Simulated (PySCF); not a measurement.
## Spin states of BO

Unrestricted PBE0; PySCF, no relativity, basis sets B aug-pcseg-1, O aug-pcseg-1. Outer shells of the fragments: B 2s2 2p1; O 2s2 2p4.

Followed along the bond (rough minima from three points):

| 2Ms+1 | unpaired | ⟨S²⟩ at the start | R at minimum (Å) | Te (eV) |
| --- | --- | --- | --- | --- |
| 2 | σ ↑ | 0.77 | 1.21 | 0.00 |
| 4 | σ ↑, π ↑↑ | 3.75 | 1.41 | 5.59 |

Solutions found at the starting distance of 1.415 Å, counted from the lowest of them; the search is not exhaustive and high or unbound solutions are not listed, so other states can lie among these:

```csv
2Ms+1,unpaired,term,E (eV),⟨S²⟩,⟨Lz²⟩,μ (D)
2,σ ↑,²Σ⁺,0.00,0.77,0.00,-2.99
2,π ↑,²Π,1.76,0.75,1.01,0.80
4,"σ ↑, π ↑↑",mixed,4.30,3.75,2.01,-0.54
4,"σ ↑, π ↑↑",mixed,4.75,3.75,2.00,-0.62
2,"σ ↑, π ↑↓",mixed,4.95,1.75,2.01,-0.67
4,"σ ↑↑, π ↑",⁴Π,7.12,3.76,1.00,-0.32
4,"σ ↑↑, π ↑",⁴Π,8.79,3.75,1.02,-3.97
```

A term symbol is given only where ⟨S²⟩ and ⟨Lz²⟩ are close to those of a pure state; real π, δ and φ orbitals otherwise mix terms. A positive dipole means B(−)O(+).

**Question.** Compare the gap between the two lowest followed solutions at the starting distance with the gap between their minima.

**Answer.** At PBE0 the second solution (quartet, unpaired electrons σ ↑, π ↑↑) lies +4.30 eV from the first (doublet, unpaired electrons σ ↑) at 1.415 Å and +5.59 eV at the minima; the two curves relax by different amounts, since their minima lie near 1.41 and 1.21 Å.

Counting both spins, an empty level lies below a filled one in some of these solutions, because spin and occupation are held.
